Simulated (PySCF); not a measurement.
Compound: lithium hydride, LiH.
SMILES with atom numbers: `[LiH:1]` (hydrogens: H2 on Li1)

Computed, not measured: PySCF 2.14.0, density-fitted response routines, TDDFT PBE0/def2-SVPD, vertical, gas phase, core orbitals frozen in the response. Isolated species at its PBE0-D3(BJ)/def2-SVP geometry, gas phase.

Kohn–Sham orbitals with the atoms that hold most of them (Löwdin shares over 4%, at most four atoms; ? is withheld):

```
orbital  ε (eV)            atoms
 LUMO+2    0.06   Li1 96%, H2 4%
 LUMO+1    0.06   Li1 96%, H2 4%
   LUMO       ?          Li1 96%
   HOMO   -5.37  H2 62%, Li1 38%
 HOMO-1  -54.87          Li1 97%
```

**Question.** What is the LUMO energy, and the HOMO–LUMO gap?

**Answer.** ε(LUMO) = -1.06 eV; the gap is 4.31 eV (0.1585 hartree).

Within 0.005 eV of a neighbour in this list lie LUMO+1/LUMO+2 (point group found: C∞v).

**Question.** How does S1 compare with the orbital gap of 4.31 eV?

**Answer.** S1 is at 3.36 eV (f = 0.058), 0.96 eV below the gap, made of HOMO→LUMO (98%). 

Next come S2 at 4.29 eV (f 0.196), HOMO→LUMO+1/LUMO+2 (99%); S3 at 4.29 eV (f 0.196), HOMO→LUMO+1/LUMO+2 (99%); S4 at 5.76 eV (f 0.033), HOMO→LUMO+3 (92%); S5 at 6.51 eV (f 0.0022), HOMO→LUMO+4 (93%).

Orbitals of the list HOMO-1 to LUMO+2 that lie within 0.01 eV of each other are written together with a slash and their weights summed (≥ marks a lower bound); for degenerate orbitals outside that list single weights are arbitrary.
